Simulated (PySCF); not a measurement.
# Cl⁻: electron affinity in aug-cc-pwCVQZ

Wanted: the electron affinity of chlorine, up a ladder of methods.

Method: unrestricted determinants in a Gaussian basis, no spin-orbit coupling in the energies. Code: PySCF 2.14.0.

**1. The system**

```
Element                                   : chlorine (Z = 17)
Basis                                     : aug-cc-pwCVQZ
Hamiltonian                               : the non-relativistic Hamiltonian (point nucleus)
State 1                                   : Cl⁻: [Ar], closed-shell 1S
Needed too, but not shown                 : Cl [Ne] 3s2 3p5 (2P)
Methods                                   : UHF, LDA, PBE, PBE0, r2SCAN, BHandHLYP, TPSS, M06-2X, MP2
Core shells frozen in the correlated runs : valence: [Ne]; valence and next inner shell: 1s2; all electrons: nothing (for Cl⁻)
```

Outer shells as boxes (Hund's rule):

Cl- [Ar]
```
[Ne] core
3s [↑↓]
3p [↑↓][↑↓][↑↓]
```

One driver process ran all states and methods and kept the integrals in memory. Each run is shown as a PySCF script that sums up its settings (the driver passes frozen orbitals as a list and adds second-order terms of double hybrids); the logs are those of the runs themselves. The driver starts from symmetry-adapted Hartree-Fock orbitals, holds the occupation by maximum overlap and uses a logarithmic radial grid for functionals, so a plain start would take other cycles.

The integrals over 134 functions and the set-up took 1.5 s of CPU time.

**2. Cl⁻**

#### UHF

The input, input.py:

```python
from pyscf import gto, scf, dft, mp, cc
import basis_set_exchange as bse
mol = gto.M(atom="Cl 0 0 0", charge=-1, spin=0, symmetry="D2h",
            basis=gto.basis.parse(bse.get_basis("aug-cc-pwCVQZ", elements=["Cl"], fmt="nwchem")))
mf = scf.UHF(mol)
mf.irrep_nelec = {'Ag': (3, 3), 'B1u': (2, 2), 'B2u': (2, 2), 'B3u': (2, 2)}
mf.kernel()
```

#### LDA

input.py differs from the last one in:

```diff
@@ -4,3 +4,3 @@
             basis=gto.basis.parse(bse.get_basis("aug-cc-pwCVQZ", elements=["Cl"], fmt="nwchem")))
-mf = scf.UHF(mol)
+mf = dft.UKS(mol, xc="LDA,VWN")
 mf.irrep_nelec = {'Ag': (3, 3), 'B1u': (2, 2), 'B2u': (2, 2), 'B3u': (2, 2)}
```

#### PBE

input.py differs from the last one in:

```diff
@@ -4,3 +4,3 @@
             basis=gto.basis.parse(bse.get_basis("aug-cc-pwCVQZ", elements=["Cl"], fmt="nwchem")))
-mf = dft.UKS(mol, xc="LDA,VWN")
+mf = dft.UKS(mol, xc="PBE")
 mf.irrep_nelec = {'Ag': (3, 3), 'B1u': (2, 2), 'B2u': (2, 2), 'B3u': (2, 2)}
```

#### PBE0

input.py differs from the last one in:

```diff
@@ -4,3 +4,3 @@
             basis=gto.basis.parse(bse.get_basis("aug-cc-pwCVQZ", elements=["Cl"], fmt="nwchem")))
-mf = dft.UKS(mol, xc="PBE")
+mf = dft.UKS(mol, xc="PBE0")
 mf.irrep_nelec = {'Ag': (3, 3), 'B1u': (2, 2), 'B2u': (2, 2), 'B3u': (2, 2)}
```

#### r2SCAN

input.py differs from the last one in:

```diff
@@ -4,3 +4,3 @@
             basis=gto.basis.parse(bse.get_basis("aug-cc-pwCVQZ", elements=["Cl"], fmt="nwchem")))
-mf = dft.UKS(mol, xc="PBE0")
+mf = dft.UKS(mol, xc="R2SCAN")
 mf.irrep_nelec = {'Ag': (3, 3), 'B1u': (2, 2), 'B2u': (2, 2), 'B3u': (2, 2)}
```

#### BHandHLYP

input.py differs from the last one in:

```diff
@@ -4,3 +4,3 @@
             basis=gto.basis.parse(bse.get_basis("aug-cc-pwCVQZ", elements=["Cl"], fmt="nwchem")))
-mf = dft.UKS(mol, xc="R2SCAN")
+mf = dft.UKS(mol, xc="BHANDHLYP")
 mf.irrep_nelec = {'Ag': (3, 3), 'B1u': (2, 2), 'B2u': (2, 2), 'B3u': (2, 2)}
```

#### TPSS

input.py differs from the last one in:

```diff
@@ -4,3 +4,3 @@
             basis=gto.basis.parse(bse.get_basis("aug-cc-pwCVQZ", elements=["Cl"], fmt="nwchem")))
-mf = dft.UKS(mol, xc="BHANDHLYP")
+mf = dft.UKS(mol, xc="TPSS")
 mf.irrep_nelec = {'Ag': (3, 3), 'B1u': (2, 2), 'B2u': (2, 2), 'B3u': (2, 2)}
```

#### M06-2X

input.py differs from the last one in:

```diff
@@ -4,3 +4,3 @@
             basis=gto.basis.parse(bse.get_basis("aug-cc-pwCVQZ", elements=["Cl"], fmt="nwchem")))
-mf = dft.UKS(mol, xc="TPSS")
+mf = dft.UKS(mol, xc="M062X")
 mf.irrep_nelec = {'Ag': (3, 3), 'B1u': (2, 2), 'B2u': (2, 2), 'B3u': (2, 2)}
```

#### MP2 (valence)

input.py differs from the last one in:

```diff
@@ -4,4 +4,5 @@
             basis=gto.basis.parse(bse.get_basis("aug-cc-pwCVQZ", elements=["Cl"], fmt="nwchem")))
-mf = dft.UKS(mol, xc="M062X")
+mf = scf.UHF(mol)
 mf.irrep_nelec = {'Ag': (3, 3), 'B1u': (2, 2), 'B2u': (2, 2), 'B3u': (2, 2)}
 mf.kernel()
+mp.UMP2(mf, frozen=5).kernel()
```

**3. Cl⁻, continued**

#### MP2 (valence and next inner shell)

input.py: that of step 2 with these lines changed.

```diff
@@ -7,2 +7,2 @@
 mf.kernel()
-mp.UMP2(mf, frozen=5).kernel()
+mp.UMP2(mf, frozen=1).kernel()
```

#### MP2 (all electrons)

input.py differs from the last one in:

```diff
@@ -7,2 +7,2 @@
 mf.kernel()
-mp.UMP2(mf, frozen=1).kernel()
+mp.UMP2(mf, frozen=0).kernel()
```

**Question.** What will these runs give?

The runs gave:

```
             quantity                                                     value
electron affinity, Cl  UHF 2.368, MP2 (all electrons) 3.733 eV; reference 3.613
```

Each level's miss (mean over 1 difference):

```csv
method,mean absolute miss against the measured value (with the measured fine structure taken into account where it is known) (eV)
UHF,1.279
LDA,0.283
PBE,0.001
PBE0,0.082
r2SCAN,0.041
BHandHLYP,0.226
TPSS,0.064
M06-2X,0.016
MP2 (valence),0.076
SCS-MP2 (valence),0.011
MP2 (valence and next inner shell),0.085
SCS-MP2 (valence and next inner shell),0.003
MP2 (all electrons),0.086
SCS-MP2 (all electrons),0.003
```

What this shows: Against experiment PBE comes closest (off by 0.00 eV), level with SCS-MP2 (all electrons) and UHF is farthest (1.28 eV). Hartree-Fock falls short because the species with more electrons holds more correlation energy, which it lacks. PBE is off by +0.00 eV. All values hold for this basis alone; no basis-set limit was taken.
